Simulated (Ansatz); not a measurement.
# SrFe2As2: computed properties

The calculation used DFT r2SCAN, scalar-relativistic, plane waves, PAW (Ansatz 0.2.0).

Cutoff 500 eV; k points 10×10×10 on the computed 5-atom cell (Γ-centred); Gaussian smearing, width 0.10 eV; collinear spin from starting moments 0 3.28 3.28 0 0 μB.

The structure is relaxed at this level of theory with its symmetry kept. Whether it is the stable form of this composition wasn't checked.

```xyz
5
Lattice="0.0000 2.7488 6.4785 2.7488 0.0000 6.4785 2.7488 2.7488 0.0000" Properties=species:S:1:pos:R:3 pbc="T T T"
Sr    0.0000    0.0000    0.0000
Fe    4.1232    4.1232    9.7178
Fe    1.3744    1.3744    3.2393
As    2.7488    2.7488    4.7561
As    2.7488    2.7488    8.2009
```

Problem. Formation energy from the elements' standard states (uncorrected)?

Solution. -0.552 eV/atom.

Problem. Density of states at the Fermi level?

Solution. 2.46 states/eV per cell.

Problem. Löwdin character within 0.5 eV of the Fermi level?

Solution. Fe 3d 61 %, As 4p 28 %, unprojected 8 %.

Problem. Bader charges (e)?

Solution. Sr (1 in the cell) 1.42, Fe (2 in the cell) 0.50, As (2 in the cell) -1.21.

Problem. Total moment?

Solution. 6.14 μB per cell.

Problem. Site moments (μB; atoms counted from 1 over the whole cell)?

Solution. Fe (atom 2) 2.98, Fe (atom 3) 2.98.

The state reached may not be the lowest one. Only parallel moments were tried here.

Only this magnetic start was tried.

Cost: 1 run of about 3.2 core-minutes, on Intel Xeon 6975P-C (Granite Rapids) (shared hosts).